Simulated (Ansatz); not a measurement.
# Al2ClH3: ladder of basis sets

The task is a ladder of basis sets, for Al2ClH3. SMILES: [AlH2][AlH][Cl].

All numbers are computed with the Python package of Ansatz 0.2.0. The levels of theory stand in the script.

### Step 1. The structure

Bond lengths: Al1–Al2 2.433 Å, Al2–Cl3 2.197 Å, Al1–H4 1.567 Å, Al1–H5 1.651 Å, Al2–H6 1.582 Å. Angles: Al1–Al2–Cl3 120.2°, Al1–Al2–H6 119.3°, Cl3–Al2–H6 120.5°, Al2–Al1–H4 121.9°, Al2–Al1–H5 120.4°, H4–Al1–H5 117.7°.

The script holds or builds the structure itself.

### Step 2. The code

Contents of basis_al2clh3.py:

```python
# -*- coding: utf-8 -*-
import ansatz as az


def main():
    al2clh3 = (
        az.Crystal.molecule()
        .atom("Al", (-0.8272, 0.1924, -0.9255))
        .atom("Al", (0.8079, -0.3858, 0.7812))
        .atom("Cl", (1.3052, 1.0529, 2.366))
        .atom("H", (-1.1829, -0.7871, -2.0957))
        .atom("H", (-1.5746, 1.6642, -0.9023))
        .atom("H", (1.5137, -1.8007, 0.7301))
    )

    model = al2clh3.calculation().correlation("mp2")

    energies = {}
    for basis in ["cc-pVDZ", "cc-pVTZ"]:
        report = model.basis(gaussian=basis).run(threads=1, backend="cpu").report
        size = report["n_frozen"] + report["n_occupied"][0] + report["n_virtual"][0]
        energies[basis] = (report["reference_energy_ev"] / 27.211386246, report["free_energy_ev"] / 27.211386246)
        print(f"{basis:14s} {size:4d} orbitals  reference {energies[basis][0]:14.6f} Ha  total {energies[basis][1]:14.6f} Ha")

    small, large = (energies[b][1] - energies[b][0] for b in ("cc-pVDZ", "cc-pVTZ"))
    limit = (3 ** 3 * large - 2 ** 3 * small) / (3 ** 3 - 2 ** 3)
    print(f"correlation energy: {small:.6f} and {large:.6f} Ha, extrapolated {limit:.6f} Ha")
    print(f"share caught by the larger set: {100 * large / limit:.1f} %")


if __name__ == "__main__":
    main()
```

### Step 3. The calls as engine input

The engine receives this input (first run):

```yaml
crystal:
  periodic: [false, false, false]
  atoms:
    - { symbol: Al, position_ang: [-0.8272, 0.1924, -0.9255] }
    - { symbol: Al, position_ang: [0.8079, -0.3858, 0.7812] }
    - { symbol: Cl, position_ang: [1.3052, 1.0529, 2.366] }
    - { symbol: H, position_ang: [-1.1829, -0.7871, -2.0957] }
    - { symbol: H, position_ang: [-1.5746, 1.6642, -0.9023] }
    - { symbol: H, position_ang: [1.5137, -1.8007, 0.7301] }
basis:
  gaussian:
    orbitals: cc-pVDZ
correlation:
  method: mp2
```

### Step 4. Launch

The run is started by

```bash
$ python basis_al2clh3.py
```

The log of the run:

```text
cc-pVDZ          69 orbitals  reference    -945.123454 Ha  total    -945.380893 Ha
cc-pVTZ         144 orbitals  reference    -945.161604 Ha  total    -945.501819 Ha
correlation energy: -0.257439 and -0.340214 Ha, extrapolated -0.375067 Ha
share caught by the larger set: 90.7 %
```

Wall time 2.8 s (1 thread of Arm Neoverse V2, shared host); peak memory 0.29 GiB.

### Step 5. Inputs of later runs

The engine's inputs for the other runs:

Run 2, against run 1:

```diff
@@ -12 +12 @@
-    orbitals: cc-pVDZ
+    orbitals: cc-pVTZ
```

### Step 6. The engine's runs

The 2 runs, in the order started:

```csv
run,basis,energy (eV),iterations in all,CPU time (s)
1,cc-pVDZ,-25725.1246,11,0.58
2,cc-pVTZ,-25728.4152,14,1.9
```

Correlation energies (total less mean field):

```csv
basis,correlation (eV),share of the last,miss against the last (eV),CPU time (s)
cc-pVDZ,-7.005,75.7 %,+2.252,0.58
cc-pVTZ,-9.258,100.0 %,+0.000,1.9
```

### Step 7. What came out

```
                       quantity         value
extrapolated correlation energy  -0.375067 Ha
                  runs compared             2
   correlation energy, last run     -9.258 eV
```

What this shows: Against cc-pVDZ: cc-pVTZ -120.9 mHa. The last step alone is -120.93 mHa. From the first set to the last the time grows from 0.6 to 1.9 s. What to keep in mind:
- The drop along the ladder measures the basis error, and is no property of the molecule.
- The geometry is a force-field or estimated start, not a minimum of this method, and the last set is no limit. Much of the fall in a total is atomic energy, which cancels in bond and reaction energies.
- Inner cores stay frozen, so this is valence correlation.
- For Al to Cl the sets with a tight d function, cc-pV(X+d)Z, are usual.
- An extrapolation from small basis sets is rough.
